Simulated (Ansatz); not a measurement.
Input for Ansatz (development build ahead of 0.2.0):

```yaml
crystal:
  periodic: [false, false, false]
  atoms:
    - { symbol: Li, position_ang: [0.0, 0.0, -1.00909] }
    - { symbol: C, position_ang: [0.0, 0.0, 1.00909] }
basis:
  gaussian: { orbitals: def2-SVP }
magnetization:
  spin_polarized: true
  initial_magnetization: 3
hamiltonian:
  xc: hf
correlation:
  method: mp2
  frozen_orbitals: { C: 1, Li: 0 }
```

The input is written out in the form of the current development build from the run's settings.

The run gave:

```yaml
Converged: yes
Reference_energy: -45.14259 hartree
Correlation_energy: -0.06778 hartree
Total_energy: -45.21037 hartree
Spin_squared_of_the_determinant: 3.756
Stability_test: minimum
Occupied_orbitals_by_symmetry_in_an_Abelian_subgroup_alpha;_beta: 4 A1 1 B1 1 B2; 3 A1
```

Messages of the program:
```
mean field -1228.39238258 eV, -45.1425874256 hartree, gradient 3.4e-6 eV, S^2 3.755814; 0 other ends of a descent, 0 dependent functions left out
```
